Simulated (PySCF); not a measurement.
## Field gradients at the hydrogen positions

Compound: C₄H₅P.
Atom-mapped SMILES: `[cH:1]1[cH:2][cH:3][pH:4][cH:5]1` (hydrogens: H6 on C1; H7 on C2; H8 on C3; H9 on P4; H10 on C5)

Cartesian coordinates in Å at the PBE0-D3(BJ)/def2-SVP level; atoms count from 1:
```xyz
10
C4H5P angstrom
C     -0.3008   -1.0003    0.3973
C      1.0547   -0.5743    0.0909
C      1.1617    0.7339   -0.2548
P     -0.4808    1.4611   -0.4224
C     -1.2312   -0.0180    0.2877
H     -0.5357   -2.0282    0.6876
H      1.9046   -1.2610    0.1362
H      2.0911    1.2343   -0.5313
H     -0.5116    2.3582    0.6874
H     -2.3004   -0.1461    0.4633
```

Level: PBE0/pcSseg-1 (PySCF, non-relativistic); Q(2H) = 0.00286 b; rigid geometry, the same for H and D, with no vibrational averaging.

Task: Rank these positions by the coupling χzz of a deuteron there, largest first.
A. H6 (hydrogen on carbon)
B. H8 (hydrogen on carbon)
C. H9 (hydrogen on phosphorus)

Result: B (211 kHz), A (205 kHz), C (116 kHz).

Task: Tabulate Vzz, the asymmetry η and χzz = 234.96 MHz × Q × Vzz for every hydrogen position.

Result: 
```tsv
atom	bonded to	bond length (Å)	Vzz (au)	η	χzz (kHz)
H6	C1	1.094	0.3048	0.05	205
H7	C2	1.094	0.3049	0.05	205
H8	C3	1.091	0.3136	0.06	211
H9	P4	1.427	0.1729	0.11	116
H10	C5	1.091	0.3136	0.06	211
```

Task: Average by the element that carries the hydrogen.

Result: on C: 208 kHz over 4 positions, mean bond length 1.092 Å; on P: 116 kHz over 1 position, mean bond length 1.427 Å.

Task: A static deuteron (I = 1) shows a doublet split by (3/2)χ, (3/4)χ(1 + η) and (3/4)χ(1 − η) with the field along z, y and x of the gradient. What are these for H6?

Result: With |χ| = 204.8 kHz and η = 0.055: 307, 162 and 145 kHz, to first order and without motion.

Isolated species at its PBE0-D3(BJ)/def2-SVP geometry, gas phase. These gradients aren't converged with respect to the basis.

These values come from a run that also computed NMR shieldings. On an Arm Neoverse V1 with one thread, shared host with 32 logical CPUs at a one-minute load of 18, this took 8.3 s of wall time and 0.64 GiB of memory at its peak.
